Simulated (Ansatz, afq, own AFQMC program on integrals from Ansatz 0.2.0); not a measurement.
Two steps: Ansatz 0.2.0 writes the Fock matrix and Cholesky factors of the valence space, and afq projects on them the lowest state that overlaps trial and start.

```yaml
crystal:
  periodic: [false, false, false]
  atoms:
    - {symbol: N, position_ang: [0.000000, 0.143046, 0.674241]}
    - {symbol: N, position_ang: [0.000000, -0.084692, -0.750885]}
    - {symbol: H, position_ang: [0.000000, -0.810907, 1.065080]}
basis:
  gaussian: {orbitals: cc-pVDZ}
magnetization: {spin_polarized: true, initial_magnetization: 3}
correlation: {method: ccsd_t, electrons: outside_noble_gas, hamiltonian_folder: ham}
```

```sh
$ ansatz run in.yaml --threads 1 --pin off --events-out ev --progress --plain --max-ram 1382MiB
```

afq runs on the folder ham with

```
--method free --trial cisd --walkers 60 --time-step 0.03 --max-blocks 80 --target-error 0.0004 --factor-cut 1e-05 --seed 3112 --times 0,0.21,0.42,0.81,1.2,1.8,2.4,3 --taylor-order 8
```

Times are imaginary, in 1/Eh. The walk had a cap of 766 s.

Log:

```
orbitals 31  electrons 7 4  factors 231 of 320
reference energy -109.34250982 Eh
CCSD correlation -0.26027418 Eh in 12 cycles, weight of the determinant in the CISD state 0.9051
repeat  energy at the last time / Eh  error
    10  -109.610202  0.001726
    20  -109.609915  0.001040
    30  -109.609733  0.000841
    40  -109.610585  0.000879
    50  -109.610743  0.000757
    60  -109.610731  0.000683
    70  -109.610739  0.000622
    80  -109.610734  0.000584
time / (1/Eh)  energy / Eh  error  mean overlap
  0.00  -109.602763  0.000170  1.1051
  0.21  -109.606964  0.000221  1.1054
  0.42  -109.608713  0.000228  1.0981
  0.81  -109.609439  0.000247  1.1043
  1.20  -109.609763  0.000293  1.1044
  1.80  -109.610613  0.000324  1.0922
  2.40  -109.610480  0.000433  1.0876
  3.00  -109.610734  0.000584  1.0649
energy -109.610734 +/- 0.000584 Eh
```

The run passed its tests (error under three times the target), which doesn't prove that it has relaxed.

Against this walk (error 15.9 meV) on the same determinant: CCSD(T) 53.0 meV higher, CCSDT(Q) 15.1 meV higher (within the noise). The error is statistical, and a free projection of finite length keeps a remainder of its start.

Cautions: remainder of the start not in the error; error above the target (15.9 against 10.9 meV); lower spins were not checked.

The walk took 2.1 min on 1 thread of Intel(R) Xeon(R) 6975P-C (Granite Rapids), on a shared host. The log's last line is the free-projection energy.

CCSDT and higher add their correlation energy to the determinant of the CCSD(T) run, since their own runs factorise the integrals more tightly (a shift of under 2 meV). A walk keeps the symmetry of its determinant, which the program's search chose and which needn't be the lowest solution, so a lower state of the same spin and another symmetry isn't excluded.
